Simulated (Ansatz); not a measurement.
Relaxed structures of MgSiH2Cl (charge +1), singlet (PBE0-D4/def2-TZVP; forces vanish, vibrations not checked; lower isomers may exist, and structures with a doubtful reference or unclear bonds are left out; Å). Program: Ansatz 0.2.0. Basis: def2-TZVPP. Cores are frozen in the correlated methods. The outer core shell of Li, Na, Mg and K is correlated. The def2 sets are not built for correlating such inner shells, so the correlated values are less sure here.

Problem. Rank them by CCSD(T) energy, lowest first, and give each one's height above the lowest. Links in brackets join atoms within 1.22 times the sum of their covalent radii (1.1 for two metals). (To be estimated.)
A.
MgSiH₂Cl ([Mg]1[SiH2][Cl]1), total charge +1
```
5
angstrom
Si -0.9612 0.3431 -0.4501
Mg 0.9542 -0.5509 0.8004
Cl 0.4225 -1.0022 -1.5552
H -0.9292 1.6351 -1.1686
H -2.2840 -0.3169 -0.4888
```
B.
MgSiH₂Cl ([SiH2][Mg][Cl]), total charge +1
```
5
angstrom
Si -0.9408 0.4187 -0.5129
Mg 1.2601 -0.5615 0.6873
Cl 3.0038 -1.3368 1.6368
H -1.1522 1.8212 -0.9561
H -2.1708 -0.3417 -0.8552
```
C.
MgSiH₂Cl ([SiH][Mg][ClH]), total charge +1
```
5
angstrom
Si -0.9665 0.7956 -0.4928
Mg 1.0139 -0.6019 0.6261
Cl 3.0376 -1.8069 1.7499
H 3.8149 -0.8282 2.0733
H -1.6239 -0.5755 -0.6604
```

Solution. By the calculation: A (0.00 kcal/mol), B (6.09 kcal/mol), C (40.94 kcal/mol). Heights count from the lowest.

The T1 diagnostic stays at or below 0.012. The restricted Hartree–Fock reference is unstable towards an unrestricted one at one or more of these structures.

For scale, one of the runs: CCSD(T)/def2-TZVPP, 144 basis functions, launched by `ansatz run in.yaml --threads 2 --pin off --events-out ev --progress --plain --max-ram 4352MiB`. The run took 22 s on 2 CPU threads of an Arm Neoverse V1 (shared host), with 0.83 GiB of host memory at its peak.
